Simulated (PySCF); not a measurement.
Consider phosphethene, `C=P` (CH3P). Atom numbers as in the mapped SMILES `[CH2:1]=[PH:2]`.

Computed at PBE0-D3(BJ)/ma-def2-TZVP // PBE0-D3(BJ)/ma-def2-SVP with PySCF (density fitting, grid level 2). The prefix ma- adds one diffuse s and one diffuse p function on all atoms but H. Thermal corrections: PBE0-D3(BJ)/ma-def2-SVP frequencies, unscaled, ideal gas at 298.15 K and 1 bar, quasi-RRHO entropy.

(1) Rank these of its positions by gas-phase deprotonation enthalpy, most acidic first.
A. C1 (carbon)
B. P2 (phosphorus)

(2) For P2 (phosphorus), what are ΔE (electronic) and ΔG(298 K) of the loss of the proton?

Results:

(1) B (1553 kJ/mol), A (1627 kJ/mol).

(2) ΔE = 1575 and ΔG = 1524 kJ/mol, beside ΔH = 1553 kJ/mol. The product is `C=[P-]`.

Known limits: one E/Z form of each vinyl-type anion was tried, and another may lie lower.

---

Consider hydroperoxonium, `O[OH2+]` ([H3O2]+). Non-hydrogen atoms are numbered in `[OH:1][OH2+:2]`.

Computed at ωB97X-D3(BJ)/ma-def2-TZVP // PBE0-D3(BJ)/ma-def2-SVP with PySCF (density fitting, grid level 2). Zero-point and thermal terms (298.15 K, 1 bar) come from unscaled PBE0-D3(BJ)/ma-def2-SVP harmonic frequencies, with soft modes damped to free rotors in the entropy.

Problem. Rank these of its positions by gas-phase deprotonation enthalpy, most acidic first.
A. O1 (hydroxyl oxygen)
B. O2 (oxygen)

Solution. B (672 kJ/mol), A (865 kJ/mol).

Problem. For O1 (hydroxyl oxygen), what are ΔE (electronic) and ΔG(298 K) of the loss of the proton?

Solution. ΔE = 894 and ΔG = 834 kJ/mol, beside ΔH = 865 kJ/mol. The product is `[O-][OH2+]`.

---

Consider `BC` (CH5B). Atom numbers as in the mapped SMILES `[BH2:1][CH3:2]`.

These are calculated values, M06-2X/ma-def2-TZVP in PySCF (grid level 3) at geometries from PBE0-D3(BJ)/ma-def2-SVP. The prefix ma- adds one diffuse s and one diffuse p function on all atoms but H. Zero-point and thermal terms (298.15 K, 1 bar) come from unscaled PBE0-D3(BJ)/ma-def2-SVP harmonic frequencies, with soft modes damped to free rotors in the entropy.

(1) Rank these of its positions by gas-phase deprotonation enthalpy, most acidic first.
A. C2 (methyl carbon)
B. B1 (boron)

(2) For C2 (methyl carbon), what are ΔE (electronic) and ΔG(298 K) of the loss of the proton?

## Answers

(1) A (1522 kJ/mol), B (1748 kJ/mol).

(2) ΔE = 1551 and ΔG = 1495 kJ/mol, beside ΔH = 1522 kJ/mol. The product is `B[CH2-]`.

Note: [CH4B]- holds its electron weakly or not at all, so its value hangs on the basis.
